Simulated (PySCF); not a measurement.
How the method changes the constants of SH

State: ²Π (doublet), unpaired electrons π ↑. Set-up: basis H pcseg-1, S pcseg-1; no relativity; PySCF 2.14. De refers to H + S in their high-spin ground configurations, without counterpoise correction. The functionals are run spin-unrestricted. A positive dipole means H(−)S(+).

```
      Level  Re (Å)  ωe (cm⁻¹)  De (eV)  μ (D)
        UHF   1.337       2883     2.57  -1.11
    UHF-MP2   1.345       2801     3.30    n/a
UHF-SCS-MP2   1.347       2782     3.35    n/a
   UHF-CCSD   1.351       2734     3.36    n/a
UHF-CCSD(T)   1.352       2718     3.39    n/a
        PBE   1.370       2612     3.71  -1.07
     PBEsol   1.371       2614     3.89  -1.12
     r²SCAN   1.356       2701     3.75  -1.13
       PBE0   1.356       2722     3.66  -1.11
    r²SCAN0   1.348       2768     3.69  -1.14
     M06-2X   1.351       2741     3.65  -1.13
    LC-ωPBE   1.349       2805     3.60  -1.16
```

**Question.** Which functional lies closest to UHF-CCSD(T) in De, which farthest, and by how much do they differ from it?

**Answer.** Closest is LC-ωPBE (-0.3 pm in Re, +3.2 % in ωe, +0.21 eV in De against UHF-CCSD(T) in the same basis), farthest PBEsol (+1.9 pm in Re, -3.8 % in ωe, +0.50 eV in De). CCSD(T) converges more slowly with the basis than the functionals do and binds too weakly in this one, so the order can change at the basis-set limit.

**Question.** What does a quarter of exact exchange do here, going from r²SCAN to r²SCAN0?

**Answer.** r²SCAN0 less r²SCAN: -0.8 pm in Re, +2.5 % in ωe, -0.06 eV in De. Exact exchange removes part of the self-interaction that spreads semilocal densities, and in most molecules shortens and stiffens the bond and lowers De; so it does here.

**Question.** What does the triples do here, going from UHF-CCSD to UHF-CCSD(T)?

**Answer.** UHF-CCSD(T) less UHF-CCSD: +0.1 pm in Re, -0.6 % in ωe, +0.03 eV in De. Correlation nearly always deepens the well. The bond length hardly moves.

Correlated steps freeze 5 core orbitals. Correlated levels converge slowly with the basis: in double zeta they bind strong bonds too weakly, by up to about 1 eV, and carry superposition errors of some tenths. The state was picked by a PBE0 search and need not be the measured ground state.
